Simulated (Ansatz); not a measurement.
# AlMgH (singlet): wave-function methods side by side at distance Al1–Mg2 = 2.893 Å, 6-31G

How much of the correlation energy of AlMgH (singlet) does each wave-function method recover here?

The runs use Ansatz 0.2.0, Gaussian basis; 6-31G, core rule «outside noble gas», up to 10 orbitals frozen.

Plan: UHF; CCSD(T) on RHF; CCSD(T) on UHF; BCCD(T) on RHF; CISD; CCSDT(Q) on RHF; CCSDT(Q) on UHF; CISDTQ; CCSDTQ on RHF; CCSDTQ on UHF; CASSCF and MRCISD+Q, 2 electrons in 2 orbitals; CASSCF and NEVPT2, 2 electrons in 2 orbitals; CASSCF and MRCISD+Q, 6 electrons in 9 orbitals; CASSCF and NEVPT2, 6 electrons in 9 orbitals; Full CI.

15 further runs of the same task are left out: 1 for a mislabelled method, 8 that didn't finish, 6 set aside as unsound or not needed.

### 1 The system

The geometry derives from a PBE0/def2-TZVP stationary point (not a proven minimum). One bond is set to the value named and the two fragments are kept rigid.

3 atoms, charge 0, spin multiplicity 1.

Atoms are counted from 1 here; the program's logs count them from 0.

Bond lengths: Al1–H3 1.697 Å.

### 2 UHF

File in.yaml:

```yaml
crystal:
  periodic: [false, false, false]
  atoms:
    - {symbol: Al, position_ang: [0.000000, -0.056293, 1.357502]}
    - {symbol: Mg, position_ang: [0.000000, 0.000499, -1.534727]}
    - {symbol: H, position_ang: [0.000000, 1.494872, 0.668724]}
basis:
  gaussian: {orbitals: 6-31G}
magnetization: {spin_polarized: true, initial_magnetization: 0}
hamiltonian: {xc: hf}
output: {orbitals: {seedname: orbitals}}
```

Run with:

```bash
> ansatz run in.yaml --threads 1 --pin off --events-out ev --progress --plain --max-ram 2393MiB
```

After this run come: CCSD(T) on RHF; CCSD(T) on UHF; BCCD(T) on RHF; CISD; CCSDT(Q) on RHF; CCSDT(Q) on UHF; CISDTQ; CCSDTQ on RHF; CCSDTQ on UHF; CASSCF and MRCISD+Q, 2 electrons in 2 orbitals; CASSCF and NEVPT2, 2 electrons in 2 orbitals; CASSCF and MRCISD+Q, 6 electrons in 9 orbitals; CASSCF and NEVPT2, 6 electrons in 9 orbitals; Full CI.

**Question.** What will the summary of the whole plan be? Wanted: FCI below the RHF energy; RMP2 from FCI; RCCSD from FCI; RCCSD(T) from FCI; RCCSDT(Q) from FCI; MRCISD+Q pair from FCI; NEVPT2 valence from FCI; MRCISD+Q valence from FCI; T1 diagnostic.

As calculated:

| quantity | value |
| --- | --- |
| FCI below the RHF energy | -2.3159 eV |
| RMP2 from FCI | +841.4 meV |
| RCCSD from FCI | +57.4 meV |
| RCCSD(T) from FCI | +18.4 meV |
| RCCSDT(Q) from FCI | +1.4 meV |
| MRCISD+Q pair from FCI | -95.3 meV |
| NEVPT2 valence from FCI | +115.2 meV |
| MRCISD+Q valence from FCI | +9.9 meV |
| levels within 1 kcal/mol (43 meV) | RCCSD(T), BCCD(T), RCCSDT, CISDTQ, RCCSDT(Q), RCCSDTQ, MRCISD valence, MRCISD+Q valence |
| T1 diagnostic | 0.019 |
| effectively unpaired electrons | 0.20 |

**Reading.** RCCSD(T) misses by +18.4 meV, 0.8 % of the correlation energy. MRCISD+Q pair falls below full CI: the +Q correction isn't variational, and the cores differ from full CI's. The occupations show some static correlation. Of the multireference levels listed MRCISD+Q valence comes nearest in total energy (+9.9 meV), which doesn't show that its space is the better one. These misses are within one basis, not against nature.
